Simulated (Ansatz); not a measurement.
System: CHO₂, charge 0, doublet. CHO2 (SMILES C([O])=O, doublet).
B3LYP-D3(BJ)/def2-TZVP minimum from Ansatz (a quantum-chemistry and plane-wave program):
```
C
O 1 1.2209
O 1 1.2209 2 144.74
H 1 1.1636 2 107.63 3 180.00
```
Charge 0, spin multiplicity 2.

Property: atomisation energy (electronic, to ground-state atoms), in kJ/mol. UHF or UKS for unpaired electrons; spin-orbit terms are left out. Cores are frozen in correlated methods. No relativity. CBS(X,Y): correlation extrapolated as X^-3, Hartree-Fock from the larger set. A bracket is a step between two methods taken in the basis named. Double hybrids freeze cores in their MP2 part. For partners of very few electrons the exact lower level stands in for a higher one. The UHF reference of CHO2 ([O]C=O, doublet) is spin-contaminated (<S^2> up to 0.04 over the pure value in the sets run). The determinant of CHO2 ([O]C=O, doublet) is a saddle point of the SCF energy; a lower one exists, which strains HF and MP2.

CCSD(T)/CBS(cc-pVTZ,cc-pVQZ) + [CCSDT(Q) - CCSD(T)]/cc-pVTZ (Ansatz) gives 1588.2 kJ/mol.

### Question
What does PBE/def2-TZVPD (Ansatz) give here, and how do the other levels compare?

### Answer
PBE gives 1736.9 kJ/mol, 148.7 kJ/mol above it. Differences of the others: r2SCAN/def2-TZVPD (Ansatz) 56.8; B3LYP/def2-TZVPD (Ansatz) 15.3; PBE0/def2-TZVPD (Ansatz) 23.2; B2PLYP/def2-TZVPD (Ansatz) -7.2; CCSD(T)/CBS(cc-pVTZ,cc-pVQZ) (Ansatz) -6.4 kJ/mol. Nearer than PBE: r2SCAN/def2-TZVPD, B3LYP/def2-TZVPD, PBE0/def2-TZVPD, B2PLYP/def2-TZVPD, CCSD(T)/CBS(cc-pVTZ,cc-pVQZ).
